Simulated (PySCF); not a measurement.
Gas-phase reaction: 2 AlH(CH₃)₂ = 2 AlH + 2 H₂ + C₄H₈ (isobutene)

Energies from PySCF, thermal terms from the rigid-rotor harmonic-oscillator model, ideal gas at 1 bar. † marks an energy on the PBE0/def2-TZVP geometry and frequencies; other levels use their own. 6-31G* has spherical d functions here. All species are closed-shell singlets. AlH(CH₃)₂: computed as isolated molecules; such fragments, hydroxides, amides, oligomers or adducts are transient or little studied in the gas.

PBE/def2-SVP gives ΔH°(298 K) = 484 kJ.

Problem. What do HF/def2-TZVP†, HF/6-31G*, r2SCAN/def2-TZVP† give?

Solution. HF/def2-TZVP†: 441 kJ; HF/6-31G*: 434 kJ; r2SCAN/def2-TZVP†: 530 kJ. For scale, ΔH°(298 K) is 484 kJ at this level, 482 kJ at ωB97M-V/def2-TZVP†, and runs from 427 to 540 kJ over the 18 levels computed († marks an energy on the PBE0/def2-TZVP geometry).
